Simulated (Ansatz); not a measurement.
Basis-set extrapolation for AlH₅OSi (`[OH][AlH][SiH3]`) (PBE0-D4/def2-TZVP geometry, frozen core, the Gaussian-basis code of Ansatz). Multiplicity 1, RHF reference.

```
                      def2-TZVPP   def2-QZVPP
                 HF  -608.722801  -608.742842
    MP2 correlation    -0.452057    -0.487417
CCSD(T) correlation    -0.506732      not run
```

Energies in hartree. Use E(X) = E(∞) + A·exp(−7.88·√X) for Hartree–Fock and E(X) = E(∞) + B·X^(−2.97) for correlation, with X = 3 and 4, and add CCSD(T) minus MP2 of the smaller set to the MP2 limit.

What is the CCSD(T) energy at the basis-set limit?

HF limit: -608.742842 + (-0.020041) × 0.13774 = -608.74560. MP2 limit: -0.487417 + (-0.035360) × 0.74074 = -0.51361. Higher-order term: -0.506732 − (-0.452057) = -0.05467. Total: -609.31388 hartree, 2.30 eV below CCSD(T)/def2-TZVPP.
